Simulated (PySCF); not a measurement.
# C3H9P2: the cost of one run

Computed with PySCF 2.14.0 and routines of our own; the level stands in each step. Atoms count from 0.

## Step 1: The system as given

14 atoms, charge 1, multiplicity 1; geometry from: GFN2-xTB.

## Step 2: Geometry optimisation at PBE0-D3(BJ)/def2-SVP

Job settings and geometry (Å):

```
{"job": {"xc": "PBE0", "basis": "def2-SVP", "d3": "d3bj", "grid": 1, "kind": "geom"}, "charge": 1, "multiplicity": 1}
C      1.006066    -1.363392    -0.536550
P      0.198634     0.185277     0.021378
P      1.123999     2.095145     0.472545
C     -1.333921    -0.117369     0.934976
C     -1.524770     0.310494    -0.516608
H      1.735516    -1.685506     0.206559
H      0.245124    -2.132514    -0.661337
H      1.514268    -1.192116    -1.485350
H      2.128284     1.500912     1.250595
H      1.900596     2.074064    -0.694922
H     -1.608220     0.595658     1.701757
H     -1.573582    -1.141219     1.192709
H     -1.890073    -0.431514    -1.215195
H     -1.922600     1.301607    -0.692723
```

Run with:

```bash
OMP_NUM_THREADS=1 python excited_run.py task.json out
```

The driver reads the jobs from task.json and runs them one after another.

**Question.** How long does this first job take on 1 thread of Intel Xeon 6975P-C, shared host, and how much memory does it need?

About 18 s, with a peak of 0.56 GiB.
